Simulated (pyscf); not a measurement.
# Four-centre exchange: SiH₃⁺ (SMILES [SiH3+]) + HCl (SMILES Cl) → H₂Si⁺–Cl (SMILES [SiH2+]Cl) + H₂ (SMILES [H][H])

Gas phase, singlet surface, charge 1. Bonds broken: Si1–H2, Cl5–H6. Bonds formed: Si1–Cl5, H2–H6. PySCF, gas phase, ωB97X-D3(BJ)/def2-SVP geometries.

Transition state (Å):

```xyz
6

Si    -0.0356     0.7414     0.1698
H      0.7427    -0.4156     0.9400
H      0.6210     2.0133     0.5010
H     -1.4726     0.4554     0.2765
Cl     0.8027    -0.1301    -1.5996
H      1.0175    -0.6351    -0.0997
```

One imaginary mode, 1352i cm⁻¹; descent along it reached the two sides named, in the forms told below.

| bond | change | reactant side (Å) | saddle | product side |
|---|---|---|---|---|
| Si1–H2 | breaks | 1.474 | 1.593 | 2.042 |
| Cl5–H6 | breaks | 1.302 | 1.597 | 2.8 |
| Si1–Cl5 | forms | 2.332 | 2.143 | 1.981 |
| H2–H6 | forms | 2.8 | 1.098 | 0.779 |

Electronic energies relative to the separated reactants (kJ/mol):

```
level                   barrier  reaction energy  reverse barrier
----------------------  -------  ---------------  ---------------
ωB97X-D3(BJ)/def2-TZVP    -36.4           -102.3             65.9
PBE/def2-TZVP             -66.7           -104.9             38.1
r²SCAN/def2-TZVP          -62.7           -107.8             45.1
B3LYP-D3(BJ)/def2-TZVP    -34.0            -98.8             64.8
PBE0-D3(BJ)/def2-TZVP     -54.8            -98.2             43.3
M06-2X/def2-TZVP          -28.2            -98.6             70.4
ωB97M-D3(BJ)/def2-TZVP    -28.7            -95.5             66.7
HF/def2-TZVP               54.0            -68.6            122.7
```

With ωB97M-D3(BJ)/def2-TZVP energies and thermal terms (ideal gas, 1 atm, RRHO with modes under 100 cm⁻¹ raised to 100, one conformer, R ln 2 for chiral ones without a mode under 150 cm⁻¹), in kJ/mol:

| T (K) | ΔH‡ | ΔG‡ | ΔH | ΔG |
|---|---|---|---|---|
| 298 | -28.2 | 10.2 | -99.3 | -95.6 |
| 600 | -30.4 | 50.2 | -97.0 | -92.8 |
| 900 | -29.8 | 90.4 | -95.2 | -91.1 |
| 1200 | -28.3 | 130.3 | -94.2 | -90.0 |

On the reactant side the descent ends in an adduct with a Cl–Si contact, 153.8 kJ/mol under the separated species and 117.4 kJ/mol under the saddle at ωB97X-D3(BJ)/def2-TZVP. On the product side the descent ends in a bound adduct, 45.5 kJ/mol under the separated species and 111.4 kJ/mol under the saddle at ωB97X-D3(BJ)/def2-TZVP. At ωB97X-D3(BJ)/def2-TZVP, PBE, r²SCAN, B3LYP-D3(BJ), PBE0-D3(BJ), M06-2X, ωB97M-D3(BJ) the saddle lies under the separated reactants, which points to a path from their complex (located at ωB97X-D3(BJ) alone). What is counted as formed (Cl–Si) is already present as a longer contact in the reactant adduct; forming that adduct is a step of its own. One saddle was located; it need not be the lowest between these sides.
